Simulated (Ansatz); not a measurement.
This geometry of C3H7NO (12 atoms, charge 0, multiplicity 1) is a first-order saddle point.

All numbers below come from RKS PBE/6-31G* (Ansatz 0.2.0).

```xyz
12
Properties=species:S:1:pos:R:3
C -0.942 -0.941 0.089
C -0.009 0.240 0.365
N 1.364 -0.200 0.424
C -0.086 1.270 -0.770
O -0.358 2.453 -0.636
H -1.994 -0.613 0.050
H -0.838 -1.702 0.881
H -0.695 -1.412 -0.880
H -0.313 0.751 1.301
H 2.080 0.393 0.824
H 1.627 -1.137 0.147
H 0.241 0.841 -1.760
```

Which two structures does it join? (They come from a converged band through this point; their orientation in space is the band's.)

No bond is made or broken. The height of N3 over the plane of its neighbours goes from 0.40 to -0.40 Å.

First end point:

```xyz
12
Properties=species:S:1:pos:R:3
C -0.935 -0.899 0.044
C 0.087 0.219 0.318
N 1.446 -0.322 0.193
C -0.107 1.288 -0.757
O -0.764 2.305 -0.614
H -1.964 -0.510 0.094
H -0.832 -1.700 0.798
H -0.763 -1.343 -0.951
H -0.152 0.691 1.296
H 2.125 0.350 0.569
H 1.531 -1.166 0.770
H 0.406 1.034 -1.727
```

Last end point:

```xyz
12
Properties=species:S:1:pos:R:3
C -0.977 -0.973 0.104
C -0.044 0.197 0.411
N 1.333 -0.302 0.616
C -0.007 1.215 -0.724
O -0.122 2.425 -0.603
H -2.028 -0.642 0.053
H -0.880 -1.742 0.887
H -0.721 -1.437 -0.867
H -0.356 0.720 1.331
H 1.965 0.488 0.797
H 1.670 -0.750 -0.248
H 0.244 0.747 -1.723
```

How far does it lie above each of them?

16.4 kJ/mol above the first and 21.8 kJ/mol above the second. This is the barrier of this one path; another mechanism may lie lower.

Run time: 4 min on 1 thread of Arm Neoverse V1 (shared host), peak memory 0.17 GiB.
